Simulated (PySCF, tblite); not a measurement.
# 1,1,2-trifluoroethane (C2H3F3): a rotation path, then NMR shifts and spin-spin couplings on frames, part 2 of 2

tblite 0.8.0 and PySCF 2.14.0. Atoms count from 0.

## Step 9: Nuclear shieldings: image 6, PBE0/pcSseg-1

Job settings and geometry (Å):

```
{"job": {"kind": "nmr", "xc": "PBE0", "basis": "pcSseg-1", "pop": false}, "charge": 0, "multiplicity": 1}
F      1.497000    -0.733800    -0.566400
C      0.759000     0.135500     0.176500
C     -0.746100    -0.070800    -0.067300
F     -1.207100     0.788900    -1.005800
F     -1.003100    -1.312300    -0.514800
H      1.041600     1.151300    -0.122800
H      1.002100    -0.043700     1.227000
H     -1.334300     0.094300     0.848900
```

Level: GIAO PBE0/pcSseg-1 NMR shielding, non-relativistic, gas phase.

Standard output:

```text
coarse grid: 7296 points
cycle   1  E = -376.9782645029  dE =  5.924e-01  |g| = 7.704e-01  |ddm| = 2.251e+00
cycle   2  E = -376.8692760452  dE =  1.090e-01  |g| = 1.165e+00  |ddm| = 9.885e-01
cycle   3  E = -377.0731347013  dE = -2.039e-01  |g| = 3.924e-02  |ddm| = 6.104e-01
cycle   4  E = -377.0733471649  dE = -2.125e-04  |g| = 1.851e-02  |ddm| = 2.907e-02
cycle   5  E = -377.0734079918  dE = -6.083e-05  |g| = 6.454e-03  |ddm| = 1.311e-02
cycle   6  E = -377.0734145320  dE = -6.540e-06  |g| = 1.408e-03  |ddm| = 3.345e-03
final grid: 73344 points
cycle   7  E = -377.1223432014  dE = -3.175e-05  |g| = 6.237e-03  |ddm| = 1.449e-02
cycle   8  E = -377.1223375465  dE =  5.655e-06  |g| = 8.822e-03  |ddm| = 8.129e-03
cycle   9  E = -377.1223506686  dE = -1.312e-05  |g| = 6.590e-04  |ddm| = 4.403e-03
cycle  10  E = -377.1223507444  dE = -7.586e-08  |g| = 1.578e-04  |ddm| = 6.032e-04
cycle  11  E = -377.1223507485  dE = -4.107e-09  |g| = 2.130e-05  |ddm| = 1.033e-04
cycle  12  E = -377.1223507486  dE = -4.979e-11  |g| = 1.265e-05  |ddm| = 1.854e-05
converged SCF energy = -377.1223507486

GIAO shielding tensors (ppm)
atom      isotropic    diamagn.    paramagn.     s11        s22        s33       span
  0 F      440.980     470.050     -29.070    394.891    441.204    486.844     91.953
  1 C      100.346     243.096    -142.749     76.603     83.944    140.491     63.888
  2 C       68.306     238.105    -169.799     48.612     67.747     88.559     39.947
  3 F      301.476     472.102    -170.625    190.388    334.866    379.176    188.788
  4 F      325.573     470.828    -145.255    222.554    324.464    429.703    207.149
  5 H       26.703      28.012      -1.308     23.509     26.396     30.205      6.695
  6 H       26.861      28.057      -1.196     23.167     26.305     31.110      7.944
  7 H       25.614      27.665      -2.051     22.723     24.783     29.336      6.613
```

Run time: 3.4 s. Hardware: 1 thread of Arm Neoverse V2, shared host; peak memory 0.47 GiB.

Key values: δ C2 118.6, C1 86.6, F3 -130.5, F4 -154.6, H7 6.10, H5 5.01 ppm.

## Step 10: J couplings: image 6, B3LYP/pcJ-1

Settings changed since step 9:

```diff
@@ -1,2 +1,2 @@
-{"job": {"kind": "nmr", "xc": "PBE0", "basis": "pcSseg-1", "pop": false}, "charge": 0, "multiplicity": 1}
+{"job": {"kind": "j", "xc": "B3LYP", "basis": "pcJ-1"}, "charge": 0, "multiplicity": 1}
 F      1.497000    -0.733800    -0.566400
```

Level: B3LYP/pcJ-1 indirect spin-spin coupling, non-relativistic, gas phase.

Standard output:

```text
coarse grid: 7296 points
cycle   1  E = -377.3873787942  dE =  5.535e-01  |g| = 8.194e-01  |ddm| = 2.135e+00
cycle   2  E = -377.2336599073  dE =  1.537e-01  |g| = 1.331e+00  |ddm| = 1.114e+00
cycle   3  E = -377.4883810155  dE = -2.547e-01  |g| = 4.948e-02  |ddm| = 7.041e-01
cycle   4  E = -377.4886834281  dE = -3.024e-04  |g| = 2.677e-02  |ddm| = 3.843e-02
cycle   5  E = -377.4888132117  dE = -1.298e-04  |g| = 8.186e-03  |ddm| = 1.747e-02
cycle   6  E = -377.4888226739  dE = -9.462e-06  |g| = 2.110e-03  |ddm| = 4.206e-03
final grid: 73344 points
cycle   7  E = -377.5346994400  dE = -1.437e-04  |g| = 6.547e-03  |ddm| = 1.188e-02
cycle   8  E = -377.5346914263  dE =  8.014e-06  |g| = 9.802e-03  |ddm| = 7.604e-03
cycle   9  E = -377.5347053025  dE = -1.388e-05  |g| = 3.851e-04  |ddm| = 4.776e-03
cycle  10  E = -377.5347053204  dE = -1.794e-08  |g| = 1.708e-04  |ddm| = 4.089e-04
cycle  11  E = -377.5347053261  dE = -5.650e-09  |g| = 3.211e-05  |ddm| = 1.383e-04
cycle  12  E = -377.5347053262  dE = -1.311e-10  |g| = 1.448e-05  |ddm| = 2.224e-05
converged SCF energy = -377.5347053262

Indirect spin-spin couplings (Hz)
  i      j    bonds     total        FC       PSO       DSO        SD
  0 F    1 C    1   -246.794  -291.272    23.102     0.761    20.614
  0 F    2 C    2     17.333    16.984    -1.923     0.091     2.181
  0 F    3 F    3    -11.617     2.698   -12.036    -0.789    -1.490
  0 F    4 F    3      6.642    12.692   -11.065     0.268     4.747
  0 F    5 H    2     51.237    45.175    10.701    -1.134    -3.505
  0 F    6 H    2     53.855    48.027    10.630    -1.199    -3.603
  0 F    7 H    3     12.493    13.392     1.320    -1.932    -0.287
  1 C    2 C    1     49.744    49.008    -0.914     0.346     1.304
  1 C    3 F    2     28.497    26.254     0.203     0.035     2.005
  1 C    4 F    2     15.115    17.954    -4.283    -0.005     1.449
  1 C    5 H    1    156.510   155.685    -0.493     1.109     0.208
  1 C    6 H    1    155.517   154.633    -0.384     1.077     0.192
  1 C    7 H    2     14.173    14.246    -0.115     0.021     0.021
  2 C    3 F    1   -304.727  -306.085   -13.123     1.016    13.465
  2 C    4 F    1   -313.313  -309.409   -17.192     1.042    12.246
  2 C    5 H    2     -2.366    -2.532    -0.059     0.133     0.091
  2 C    6 H    2      6.343     6.413    -0.245     0.148     0.028
  2 C    7 H    1    183.525   182.842    -1.034     1.466     0.251
  3 F    4 F    2    268.463    61.464   118.534    -0.643    89.108
  3 F    5 H    3     18.950    18.438     0.702     0.555    -0.745
  3 F    6 H    3     36.104    36.890     1.343    -1.863    -0.266
  3 F    7 H    2     64.004    67.543     1.059    -1.001    -3.598
  4 F    5 H    3      7.574     8.625     1.078    -2.016    -0.113
  4 F    6 H    3      0.195    -0.575     1.931    -1.024    -0.137
  4 F    7 H    2     57.280    60.027     1.784    -1.006    -3.525
  5 H    6 H    2    -10.525   -10.895     2.264    -2.203     0.308
  5 H    7 H    3      0.229     0.274     1.251    -1.286    -0.010
  6 H    7 H    3      4.082     3.814    -0.554     0.636     0.185
```

Wall time 16 s (1 thread of Arm Neoverse V2, shared host); peak memory 0.71 GiB.

In short: J(C2,F3) -309.0 Hz, J(F3,F4) 268.5 Hz, J(F0,C1) -246.8 Hz (means over like pairs).

## Step 11: Nuclear shieldings: image 8, PBE0/pcSseg-1

Job settings and geometry (Å):

```
{"job": {"kind": "nmr", "xc": "PBE0", "basis": "pcSseg-1", "pop": false}, "charge": 0, "multiplicity": 1}
F      1.499700    -0.427200    -0.814300
C      0.755000     0.123300     0.183900
C     -0.741500    -0.055300    -0.075700
F     -1.113200     0.527100    -1.234400
F     -1.072700    -1.360200    -0.165000
H      0.993900     1.190700     0.226500
H      1.024800    -0.381500     1.116900
H     -1.337000     0.392500     0.737500
```

With the program's defaults for keys left out, this is: GIAO PBE0/pcSseg-1 NMR shielding, non-relativistic, gas phase.

Standard output:

```text
coarse grid: 7296 points
cycle   1  E = -376.9816711560  dE =  5.938e-01  |g| = 7.701e-01  |ddm| = 2.248e+00
cycle   2  E = -376.8735768367  dE =  1.081e-01  |g| = 1.163e+00  |ddm| = 9.736e-01
cycle   3  E = -377.0764354764  dE = -2.029e-01  |g| = 3.968e-02  |ddm| = 5.998e-01
cycle   4  E = -377.0766526826  dE = -2.172e-04  |g| = 1.845e-02  |ddm| = 2.902e-02
cycle   5  E = -377.0767126675  dE = -5.998e-05  |g| = 6.477e-03  |ddm| = 1.285e-02
cycle   6  E = -377.0767192983  dE = -6.631e-06  |g| = 1.331e-03  |ddm| = 3.318e-03
final grid: 73344 points
cycle   7  E = -377.1258266471  dE = -3.305e-05  |g| = 6.266e-03  |ddm| = 1.507e-02
cycle   8  E = -377.1258208243  dE =  5.823e-06  |g| = 8.932e-03  |ddm| = 8.068e-03
cycle   9  E = -377.1258340877  dE = -1.326e-05  |g| = 6.251e-04  |ddm| = 4.340e-03
cycle  10  E = -377.1258341566  dE = -6.891e-08  |g| = 1.632e-04  |ddm| = 5.852e-04
cycle  11  E = -377.1258341610  dE = -4.382e-09  |g| = 1.680e-05  |ddm| = 1.068e-04
cycle  12  E = -377.1258341611  dE = -4.286e-11  |g| = 4.929e-06  |ddm| = 1.275e-05
converged SCF energy = -377.1258341611

GIAO shielding tensors (ppm)
atom      isotropic    diamagn.    paramagn.     s11        s22        s33       span
  0 F      444.513     470.361     -25.847    411.719    446.950    474.872     63.152
  1 C      100.936     243.093    -142.157     78.024     83.952    140.830     62.806
  2 C       66.992     238.031    -171.039     46.640     68.535     85.801     39.161
  3 F      321.991     471.440    -149.449    209.128    331.534    425.311    216.183
  4 F      321.928     471.460    -149.532    208.899    331.567    425.319    216.421
  5 H       26.824      28.002      -1.178     23.474     26.124     30.873      7.400
  6 H       26.828      28.011      -1.183     23.479     26.132     30.874      7.395
  7 H       25.685      27.704      -2.019     22.704     25.137     29.214      6.510
```

Wall time 3.4 s (1 thread of Arm Neoverse V2, shared host); peak memory 0.47 GiB.

In short: δ C2 119.9, C1 86.0, F4 -151.0, F3 -151.0, H7 6.03, H5 4.89 ppm.

## Step 12: Indirect couplings: image 8, B3LYP/pcJ-1

Settings changed since step 11:

```diff
@@ -1,2 +1,2 @@
-{"job": {"kind": "nmr", "xc": "PBE0", "basis": "pcSseg-1", "pop": false}, "charge": 0, "multiplicity": 1}
+{"job": {"kind": "j", "xc": "B3LYP", "basis": "pcJ-1"}, "charge": 0, "multiplicity": 1}
 F      1.499700    -0.427200    -0.814300
```

Level: B3LYP/pcJ-1 indirect spin-spin coupling, non-relativistic, gas phase.

Standard output:

```text
coarse grid: 7296 points
cycle   1  E = -377.3908981343  dE =  5.544e-01  |g| = 8.188e-01  |ddm| = 2.131e+00
cycle   2  E = -377.2382279709  dE =  1.527e-01  |g| = 1.328e+00  |ddm| = 1.096e+00
cycle   3  E = -377.4917256870  dE = -2.535e-01  |g| = 4.984e-02  |ddm| = 6.915e-01
cycle   4  E = -377.4920324309  dE = -3.067e-04  |g| = 2.660e-02  |ddm| = 3.813e-02
cycle   5  E = -377.4921596885  dE = -1.273e-04  |g| = 8.180e-03  |ddm| = 1.718e-02
cycle   6  E = -377.4921692164  dE = -9.528e-06  |g| = 2.023e-03  |ddm| = 4.146e-03
final grid: 73344 points
cycle   7  E = -377.5381922493  dE = -1.439e-04  |g| = 6.719e-03  |ddm| = 1.208e-02
cycle   8  E = -377.5381837288  dE =  8.521e-06  |g| = 1.015e-02  |ddm| = 7.807e-03
cycle   9  E = -377.5381984207  dE = -1.469e-05  |g| = 3.312e-04  |ddm| = 4.832e-03
cycle  10  E = -377.5381984334  dE = -1.272e-08  |g| = 1.605e-04  |ddm| = 3.439e-04
cycle  11  E = -377.5381984376  dE = -4.177e-09  |g| = 3.578e-05  |ddm| = 1.229e-04
cycle  12  E = -377.5381984377  dE = -1.409e-10  |g| = 1.288e-05  |ddm| = 2.222e-05
converged SCF energy = -377.5381984377

Indirect spin-spin couplings (Hz)
  i      j    bonds     total        FC       PSO       DSO        SD
  0 F    1 C    1   -247.725  -293.023    23.845     0.765    20.688
  0 F    2 C    2     17.174    16.227    -1.561     0.095     2.413
  0 F    3 F    3     -9.371    -3.650    -6.762    -0.173     1.214
  0 F    4 F    3     -9.411    -3.632    -6.832    -0.172     1.225
  0 F    5 H    2     52.542    46.284    10.866    -1.173    -3.434
  0 F    6 H    2     52.515    46.251    10.870    -1.174    -3.433
  0 F    7 H    3     19.944    21.284     1.104    -2.141    -0.303
  1 C    2 C    1     49.398    49.186    -1.317     0.348     1.181
  1 C    3 F    2     18.824    20.174    -2.981     0.015     1.616
  1 C    4 F    2     18.774    20.156    -3.001     0.015     1.603
  1 C    5 H    1    155.848   154.975    -0.420     1.099     0.194
  1 C    6 H    1    155.688   154.815    -0.420     1.099     0.193
  1 C    7 H    2     15.578    15.639    -0.128     0.038     0.029
  2 C    3 F    1   -309.180  -309.385   -13.813     1.033    12.985
  2 C    4 F    1   -309.072  -309.344   -13.766     1.033    13.005
  2 C    5 H    2      1.966     1.954    -0.196     0.151     0.057
  2 C    6 H    2      1.901     1.888    -0.198     0.154     0.057
  2 C    7 H    1    180.005   179.332    -1.030     1.472     0.231
  3 F    4 F    2    253.820    58.750   108.983    -0.648    86.735
  3 F    5 H    3      3.421     2.072     1.785    -0.100    -0.336
  3 F    6 H    3     28.840    30.360     0.810    -2.176    -0.154
  3 F    7 H    2     57.645    60.428     1.694    -1.012    -3.465
  4 F    5 H    3     28.790    30.305     0.814    -2.176    -0.154
  4 F    6 H    3      3.448     2.098     1.787    -0.094    -0.343
  4 F    7 H    2     57.626    60.411     1.694    -1.010    -3.469
  5 H    6 H    2    -10.499   -10.854     2.304    -2.238     0.290
  5 H    7 H    3      0.498     0.366     0.154    -0.122     0.101
  6 H    7 H    3      0.509     0.376     0.148    -0.117     0.101
```

Run time: 15 s. Hardware: 1 thread of Arm Neoverse V2, shared host; peak memory 0.71 GiB.

This run: J(C2,F3) -309.1 Hz, J(F3,F4) 253.8 Hz, J(F0,C1) -247.7 Hz (means over like pairs).

## Step 13: Comparing the runs: NMR shifts

Shifts (ppm) of some atoms, chosen among heavy atoms and hydrogens apart, with basis size and wall time:

| frame | C2 | C1 | H7 | H5 | F4 | F3 | F0 | functions | time |
| --- | --- | --- | --- | --- | --- | --- | --- | --- | --- |
| image 0 | 123.7 | 89.6 | 6.43 | 5.07 | -136.4 | -144.0 | -261.5 | 100 | 3.6 s |
| image 2 | 118.5 | 84.7 | 6.31 | 4.78 | -145.1 | -153.9 | -269.5 | 100 | 3.4 s |
| image 5 | 117.6 | 86.5 | 6.18 | 4.95 | -151.4 | -126.7 | -267.0 | 100 | 3.4 s |
| image 6 | 118.6 | 86.6 | 6.10 | 5.01 | -154.6 | -130.5 | -270.0 | 100 | 3.4 s |
| image 8 | 119.9 | 86.0 | 6.03 | 4.89 | -151.0 | -151.0 | -273.6 | 100 | 3.4 s |

## Step 14: Run by run: spin-spin couplings

Couplings (Hz), each a mean over the pairs like the one named, with basis size and wall time:

| frame | C2–F3 | F3–F4 | F0–C1 | C2–H7 | C1–H5 | F3–H7 | C1–C2 | functions | time |
| --- | --- | --- | --- | --- | --- | --- | --- | --- | --- |
| image 0 | -303.2 | 266.8 | -231.2 | 190.0 | 157.3 | 60.2 | 56.4 | 165 | 15 s |
| image 2 | -304.7 | 292.2 | -236.5 | 189.7 | 157.5 | 61.7 | 54.3 | 165 | 15 s |
| image 5 | -308.7 | 281.4 | -245.3 | 186.3 | 156.4 | 63.1 | 50.4 | 165 | 16 s |
| image 6 | -309.0 | 268.5 | -246.8 | 183.5 | 156.0 | 60.6 | 49.7 | 165 | 16 s |
| image 8 | -309.1 | 253.8 | -247.7 | 180.0 | 155.8 | 57.6 | 49.4 | 165 | 15 s |

## Step 15: Outcome

What follows sums up all 2 parts.

| quantity | value |
| --- | --- |
| barrier | 0.211 eV (4.9 kcal/mol) at image 5 |
| end to end (GFN2-xTB) | 0.143 eV |
| ¹³C shifts against TMS (PBE0/pcSseg-1, image 0) | 123.7, 89.6 ppm |
| ¹H shifts against TMS (PBE0/pcSseg-1, image 0) | 6.43, 5.07, 4.94 ppm |
| ¹⁹F shifts against CFCl3 (PBE0/pcSseg-1, image 0) | -136.4, -144.0, -261.5 ppm |
| largest coupling of the table (B3LYP/pcJ-1, image 0) | ¹J(C,F) C2–F4, -307.7 Hz |
| range of the shift of F3 | -153.9 to -126.7 ppm |
| range of J(C2,F3), mean over like pairs | -309.1 to -303.2 Hz |

What this shows: Along the band the dihedral turns by 155°, and the top (dihedral 4°) lies 4.9 kcal/mol above the start (GFN2-xTB, rough), so at room temperature this motion is fast. The top was not checked by a frequency run. Shifts at one fixed geometry are not the observed spectrum, which averages over the motion. In the first frame run (image 0): The widest tensor belongs to F3: span 207 ppm, with a paramagnetic part of -157 ppm. In the run at B3LYP/pcJ-1, the largest coupling of the table is C2–F4, -307.7 Hz, of which the Fermi-contact term gives -307.0 Hz. Density functionals describe couplings to fluorine poorly, F–F couplings above all, so those rows are rough. Across the 5 runs the shift of F3 moves most, between -153.9 (image 2) and -126.7 ppm (image 5). The coupling C2–F3, as a mean over pairs of its kind, runs from -309.1 Hz (image 8) to -303.2 Hz (image 0).
